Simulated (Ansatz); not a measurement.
Species: propyne, C3H4, charge 0, multiplicity 1. 
Geometry from a B3LYP-D3(BJ)/def2-TZVP (Ansatz, a program for electronic structure) optimisation:
```xyz
7

C     -0.0011    -0.0004     0.2181
C     -0.0068    -0.0029     1.4176
C      0.0060     0.0025    -1.2360
H     -0.0119    -0.0051     2.4795
H      0.0152     1.0232    -1.6237
H      0.8874    -0.5130    -1.6226
H     -0.8790    -0.5002    -1.6311
```

Property: atomisation energy (electronic, to ground-state atoms), in kJ/mol. Valence correlation only, unless marked. Open shells are spin-unrestricted. No spin-orbit coupling. No relativistic terms. The coupled-cluster limit lacks core correlation, which all-electron functionals hold. CBS marks a two-point X^-3 extrapolation of the correlation energy; Hartree-Fock from the larger set. [CCSD(T)-MP2]/basis is that difference in the basis named.

```
level                           program  atomisation energy (kJ/mol)
-----------------------  --------------  ---------------------------
HF/6-31G                         Ansatz                       2091.9
PBE0/6-31G*                      Ansatz                       2948.6
HSE06-D3(BJ)/def2-TZVPD  Ansatz + dftd3                       2966.7
LC-wPBE/def2-TZVPD               Ansatz                       2937.1
```

Q: Predict the RI-MP2/CBS(aug-cc-pVTZ,aug-cc-pVQZ)+[CCSD(T)-MP2]/aug-cc-pVTZ result (Ansatz).

A: 2941.5 kJ/mol
